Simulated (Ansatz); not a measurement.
Results of r²SCAN-D4 (PAW; Ansatz, an electronic-structure program) for rhombohedral A7 Sb.

Settings: plane-wave cutoff 500 eV, 12×12×12 k mesh, Fermi–Dirac smearing 0.05 eV, scalar-relativistic PAW data made under PBE.

Computed at the level's own relaxed cell.

Task: What does this level give for the equilibrium volume per atom, lattice parameter a and lattice parameter c?

Result: 
equilibrium volume per atom: 30.81 Å³/atom
lattice parameter a: 4.327 Å
lattice parameter c: 11.399 Å

Measured, for comparison: lattice constant a 4.301 Å, lattice parameter c 11.232 Å (78 K, zero-point motion not removed; as tabulated in Schiferl, Barrett, J. Appl. Cryst. 2, 30 (1969), COD 9009654). Computed (rounded) less measured: lattice constant a +0.6 %, lattice parameter c +1.5 %.

Spin–orbit coupling is not included.

Static lattice: no zero-point or thermal effects.
